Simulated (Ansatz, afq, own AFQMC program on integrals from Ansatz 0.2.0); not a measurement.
Integrals from Ansatz 0.2.0, then the random walk in our own AFQMC program (afq).

```yaml
crystal:
  periodic: [false, false, false]
  atoms:
    - {symbol: Ag, position_ang: [0.000000, 0.000000, 0.000000]}
basis:
  gaussian: {orbitals: def2-TZVPP}
magnetization: {spin_polarized: true, initial_magnetization: 1}
correlation: {method: ccsd_t, electrons: outside_noble_gas, hamiltonian_folder: ham}
```

```sh
$ ansatz run in.yaml --threads 1 --pin off --events-out ev --progress --plain --max-ram 16896MiB --backend cuda --devices 0, --max-vram 18GiB
```

afq runs on the folder ham with

```
--method phaseless --trial hf --walkers 3400 --populations 20 --least-time 40 --time-step 0.005 --steps-per-block 20 --equilibration-blocks 160 --max-blocks 4000 --target-error 0.001 --factor-cut 1e-05 --start spin_pure --seed 881 --taylor-order 6
```

Times are imaginary, in 1/Eh. The walk had a cap of 98 s. With eight or more populations the least sampling time is a fifth of least-time, and the error comes from their spread. Core potentials past Kr, no spin–orbit coupling.

Log:

```
orbitals 52  electrons 6 5  factors 395 of 395
reference energy -146.11695833 Eh
CCSD correlation -0.35728255 Eh in 8 cycles, weight of the determinant in the CISD state 0.9252
energy of the start -146.116995 Eh
 block  time / (1/Eh)  mean weight  energy / Eh
     1     0.100  1.0030  -146.275347
     2     0.200  1.0040  -146.359121
     3     0.300  1.0034  -146.401935
     4     0.400  1.0031  -146.427997
     5     0.500  1.0020  -146.444054
     7     0.700  1.0018  -146.466532
     9     0.900  1.0001  -146.471670
    13     1.300  1.0004  -146.489282
    25     2.500  0.9997  -146.477375
    37     3.700  0.9994  -146.488707
    49     4.900  0.9999  -146.491741
    61     6.100  0.9997  -146.486039
    73     7.300  1.0002  -146.483391
    85     8.500  1.0002  -146.484857
    97     9.700  0.9997  -146.486316
   109    10.900  1.0002  -146.496347
   121    12.100  1.0004  -146.481817
   133    13.300  0.9991  -146.485556
   145    14.500  1.0006  -146.490703
   157    15.700  0.9992  -146.480928
   169    16.900  1.0002  -146.493650
   181    18.100  1.0003  -146.481777
   193    19.300  1.0001  -146.483556
   205    20.500  1.0005  -146.491524
   217    21.700  1.0004  -146.489298
   229    22.900  0.9996  -146.488654
   235    23.500  1.0004  -146.488191
error from the spread of 20 populations
energy -146.485856 +/- 0.000732 Eh
(rows thinned)
```

The run passed its tests (sampling time, drift between the halves within three errors, error under three times the target), which doesn't prove that it has relaxed.

Against this walk (error 19.9 meV) on the same determinant: CCSD(T) 26.7 meV lower (within the noise), CCSDT(Q) 7.8 meV lower (within the noise), a separate phaseless walk with a CISD trial and standard settings 4.5 ± 20.3 meV lower (within the noise). The error is statistical and leaves out the bias of the constraint.

Cautions: constraint bias not in the error; no spin-orbit coupling; outer-core shells of the metal frozen.

The walk took 49 s on 1 × NVIDIA H100 80GB HBM3 with 2 threads of AMD EPYC 7R13 Processor (Zen 3), on a shared host (the card was shared). The log's last line is the phaseless energy.

CCSDT and higher add their correlation energy to the determinant of the CCSD(T) run, since their own runs factorise the integrals more tightly (a shift of under 2 meV). A walk keeps the symmetry of its determinant, which the program's search chose and which needn't be the lowest solution, so a lower state of the same spin and another symmetry isn't excluded.
